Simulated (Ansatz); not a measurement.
We consider CaB6-type CaB6, described by PBEsol (Ansatz, an electronic-structure program, plane waves, PAW).

Run with plane-wave cutoff 520 eV, 8×8×8 k mesh, Fermi–Dirac smearing 0.01 eV, scalar-relativistic PAW data made under PBE.

Energies at three volumes about the minimum:

```json
[
 {"V (Å³/atom)": "9.842", "E − E_lowest (meV/atom)": "1.97"},
 {"V (Å³/atom)": "10.043", "E − E_lowest (meV/atom)": "0.00"},
 {"V (Å³/atom)": "10.244", "E − E_lowest (meV/atom)": "1.86"}
]
```

### Question
Fit a parabola by hand: where is the minimum, what lattice constant follows, and what is the bulk modulus?

### Answer
Slopes: (0.00 − 1.97)/(10.043 − 9.842) = -9.801 and (1.86 − 0.00)/(10.244 − 10.043) = 9.254 meV/Å³. Curvature E″ = 2 × (9.254 − (-9.801))/(10.244 − 9.842) = 94.801 meV/Å⁶. From the middle of the first interval, the slope vanishes at V0 = 9.9425 − (-9.801)/94.801 = 10.046 Å³/atom. B = V0 E″ = 10.046 × 94.801 meV/Å³ × 0.1602 GPa per meV/Å³ = 153 GPa. With 7 atoms in the cube, a = (7 × 10.046)^(1/3) = 4.128 Å. The full Birch–Murnaghan fit to all volumes gives V0 = 10.043 Å³/atom and B0 = 152 GPa.

Shape and atoms are relaxed at each volume.

Measured, for comparison: bulk modulus 170 ± 5 GPa (room temperature, not corrected to a static lattice; as tabulated in Structural stability and vibrational characteristics of CaB6 under high …); lattice constant a 4.151 Å (temperature not stated, not corrected to a static lattice; as tabulated in Singh (2010), arXiv:1009.1807). Computed (rounded) less measured: bulk modulus -11 %.

Note: the gap of the solid is closed in this run; this level leaves the solid without a gap, although one is measured; the bulk modulus comes from volumes at which shape and atoms were relaxed.
